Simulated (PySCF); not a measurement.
# Relaxation of singlet SO2F2

Computed with PBE0/[S def2-SVP, O def2-SVP, F def2-SVP], no relativity, density fitting, PySCF. A (50,194) grid was used.

A hand-made tetrahedral start, of C2v symmetry, held to at least that symmetry:

```xyz
5
charge 0 multiplicity 1, angstrom
S     0.0000    0.0000   -0.0858
O     0.0000    1.2330   -0.9575
O     0.0000   -1.2330   -0.9575
F     1.3636    0.0000    0.8783
F    -1.3636    0.0000    0.8783
```

At each step, columns x, y, z (Å) and Fx, Fy, Fz (eV/Å):

```
step 0  E − E(last) = 132.68 kJ/mol
S    0.000   0.000  -0.086   0.000   0.000  -6.581
O    0.000   1.233  -0.957   0.000  -2.396   3.920
O    0.000  -1.233  -0.957   0.000   2.396   3.920
F    1.364   0.000   0.878  -2.686   0.000  -0.630
F   -1.364   0.000   0.878   2.686   0.000  -0.630
step 1  E − E(last) = 10.43 kJ/mol
S    0.000   0.000  -0.223   0.000   0.000   2.474
O    0.000   1.250  -0.874   0.000   1.115  -0.322
O    0.000  -1.250  -0.874   0.000  -1.115  -0.322
F    1.210   0.000   0.863  -1.318   0.000  -0.915
F   -1.210   0.000   0.863   1.318   0.000  -0.915
step 2  E − E(last) = 4.02 kJ/mol
S    0.000   0.000  -0.220   0.000   0.000  -1.305
O    0.000   1.295  -0.847   0.000  -1.099   0.183
O    0.000  -1.295  -0.847   0.000   1.099   0.183
F    1.143   0.000   0.835   0.644   0.000   0.470
F   -1.143   0.000   0.835  -0.644   0.000   0.470
step 3  E − E(last) = 0.08 kJ/mol
S    0.000   0.000  -0.214   0.000   0.000   0.038
O    0.000   1.265  -0.862   0.000   0.200  -0.079
O    0.000  -1.265  -0.862   0.000  -0.200  -0.079
F    1.162   0.000   0.847   0.011   0.000   0.060
F   -1.162   0.000   0.847  -0.011   0.000   0.060
step 4  E − E(last) = 0.01 kJ/mol
S    0.000   0.000  -0.216   0.000   0.000   0.077
O    0.000   1.267  -0.863   0.000   0.087  -0.031
O    0.000  -1.267  -0.863   0.000  -0.087  -0.031
F    1.161   0.000   0.849  -0.018   0.000  -0.008
F   -1.161   0.000   0.849   0.018   0.000  -0.008
step 5  E − E(last) = 0.00 kJ/mol
S    0.000   0.000  -0.216   0.000   0.000  -0.015
O    0.000   1.269  -0.863   0.000  -0.010   0.003
O    0.000  -1.269  -0.863   0.000   0.010   0.003
F    1.161   0.000   0.849  -0.002   0.000   0.004
F   -1.161   0.000   0.849   0.002   0.000   0.004
step 6  E − E(last) = 0.00 kJ/mol
S    0.000   0.000  -0.216   0.000   0.000   0.001
O    0.000   1.269  -0.863   0.000   0.000   0.000
O    0.000  -1.269  -0.863   0.000   0.000   0.000
F    1.160   0.000   0.849   0.003   0.000   0.000
F   -1.160   0.000   0.849  -0.003   0.000   0.000
```

It ends at C2v with S–F 1.576 Å (×2), S–O 1.424 Å (×2); F–S–F 94.8°, F–S–O 107.9° (×4), O–S–O 125.8° (after a last refinement on a finer grid). A frequency run shows a minimum. Other isomers or separated fragments may lie lower.

The relaxation took of the order of 18 core-seconds on a shared host.
